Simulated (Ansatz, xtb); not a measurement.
# BH7NSi−: 4 structures ranked

4 gas-phase structures of BH7NSi−, found in a search over its isomers (lower ones may exist). Each was relaxed with GFN2-xTB:

A. `[BH3-][NH2+][SiH2-]`, a singlet
B. `[BH3-][SiH2]N`, a singlet
C. `[BH3-]N[SiH3]`, a singlet
D. `N[BH2-][SiH3]`, a singlet

Problem. Make a reasoned guess at their ranking by r2SCAN-D4/def2-SVPD single-point energy.

Solution. Calculated order at r2SCAN-D4/def2-SVPD: B (0.000), C (0.009), D (0.343), A (0.640) eV. Less than 1 kcal/mol parts B and C, so the order within that pair means little. CCSD(T)/def2-SVPD + ΔMP2/def2-TZVPPD after further relaxation puts C lowest instead.

Energies above the lowest of each column, in eV; the last columns are at PBE0-D3(BJ)/def2-SVPD geometries (a dash: not run or not comparable):

| structure | GFN2-xTB | HF/STO-3G | r2SCAN-D4/def2-SVPD | PBE0-D3(BJ)/def2-SVPD | CCSD(T)/def2-SVPD + ΔMP2/def2-TZVPPD |
| --- | --- | --- | --- | --- | --- |
| B | 0.983 | 0.000 | 0.000 | 0.000 | 0.066 |
| C | 0.000 | 0.004 | 0.009 | 0.062 | 0.000 |
| D | 1.400 | 0.171 | 0.343 | 0.300 | 0.476 |
| A | 1.948 | 0.617 | 0.640 | 0.556 | – |

CCSD(T)/def2-SVPD + ΔMP2/def2-TZVPPD puts C lowest of those it was run on; PBE0-D3(BJ)/def2-SVPD picks B. CCSD(T)/def2-SVPD + ΔMP2/def2-TZVPPD orders those it was run on as C (0.000), B (0.066), D (0.476) eV. Flexible structures stand in one conformer each, not always the lowest. Frequencies (PBE0-D3(BJ)/def2-SVPD) were run for B, C, D alone. ΔMP2 is the change of the MP2 energy from the smaller to the larger basis.

Over these structures GFN2-xTB departs from r2SCAN-D4/def2-SVPD by 0.422 eV on average once a common shift is removed. A GFN2-xTB relaxation took about 0.079 s and the r2SCAN-D4/def2-SVPD energy about 3.1 s on a shared host (Ansatz 0.2.0, xtb 6.7.1).
